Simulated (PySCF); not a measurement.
Compound: C₂H₃F₃.
Numbering: `[F:1][CH2:2][CH:3]([F:4])[F:5]` (hydrogens: H6, H7 on C2; H8 on C3)

Level: wB97X-D/pcSseg-2 in PySCF, non-relativistic, on one gas-phase PBE0-D3(BJ)/def2-TZVP geometry that isn't relaxed in the solvent. The solvent is an IEF-PCM continuum (van der Waals radii × 1.2). Specific hydrogen bonds and non-electrostatic terms are outside this model.

Gas phase at wB97X-D/pcSseg-2: HOMO -11.74 eV, LUMO 2.57 eV, dipole 1.57 D.

What does the continuum do to the energy, the frontier levels and the dipole at wB97X-D/pcSseg-2 in chloroform?

```csv
solvent,ε,E(solvent) − E(gas) (kcal/mol),polarisation term (kcal/mol),distortion of the solute (kcal/mol),HOMO (eV),LUMO (eV),dipole (D)
chloroform,4.711,-3.27,-3.58,0.31,-11.57,2.92,1.83
```

Polarisation term: ½ Σ q·V over the induced surface charges. Distortion: the rise of the solute's own energy as its density leaves the gas-phase optimum.

Which radius a makes the point-dipole formula ΔE = −[(ε − 1)/(2ε + 1)]·μ²/a³ give the value in chloroform, with the gas-phase dipole?

μ = 0.618 au and |ΔE| = 0.00521 Eh give a = 1.57 Å; the farthest nucleus lies 1.78 Å from the centroid of the nuclei, so such a sphere wouldn't even hold the nuclei. The formula assumes a rigid point dipole at the centre of a sphere.

On an Intel Xeon 6975P-C with one thread, on a shared host, this took 14 s of wall time and 1.1 GiB of memory at its peak. This is the whole shielding run at wB97X-D/pcSseg-2 in chloroform, SCF included.

Conformer computed: `[F:1][CH2:2][CH:3]([F:4])[F:5]`: F1–C2–C3–F4 174°.

wB97X-D is run here without its empirical dispersion term; that term would change no orbital, density or response property at a fixed geometry.
